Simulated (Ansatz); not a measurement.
The first iterations of a band of AlH3 + H3P (8 atoms, charge 0, multiplicity 1).

Theory: RKS r2SCAN/def2-SVPD in Ansatz.

- movable images: 7
- climbing image: yes
- spring: 5.0 eV/Å²
- optimiser: quadratic models (default)
- start path: through a guess of the saddle point
- force threshold: 0.03 eV/Å
- iteration limit: 60
- end points: relaxed

Initial state:

```xyz
8
Properties=species:S:1:pos:R:3
Al 0.015 0.052 0.141
H -0.056 0.754 1.571
H 1.421 -0.105 -0.581
H -1.334 -0.234 -0.650
P 0.162 -2.967 1.193
H -0.617 -2.793 0.009
H 1.396 -2.667 0.541
H -0.039 -1.618 1.663
```

Final state:

```xyz
8
Properties=species:S:1:pos:R:3
Al 0.075 -0.709 -0.016
H 0.143 0.490 1.819
H 1.369 0.195 -0.225
H -1.354 -0.217 -0.509
P 0.301 -2.873 0.862
H -0.553 -3.462 -0.121
H 1.504 -3.152 0.143
H -0.537 0.151 1.932
```

| iteration | highest image above the first end (eV) | largest band force component (eV/Å) |
| --- | --- | --- |
| 1 | 1.716 | 4.260 |
| 2 | 0.909 | 2.010 |
| 3 | 0.790 | 1.066 |

Does the band converge within its limit, and where does its top end?

The run converged. It ended after 9 iterations with the highest image 0.648 eV above the first end. A vibrational analysis at the climbing image gives one clearly imaginary mode, 1016i cm⁻¹: a first-order saddle point. The orbitals stay closed-shell, which can raise the energy where a bond breaks towards radicals; this wasn't checked here.

Time of the run: 69 s on 4 threads of Arm Neoverse V2 (shared host), peak memory 0.18 GiB.
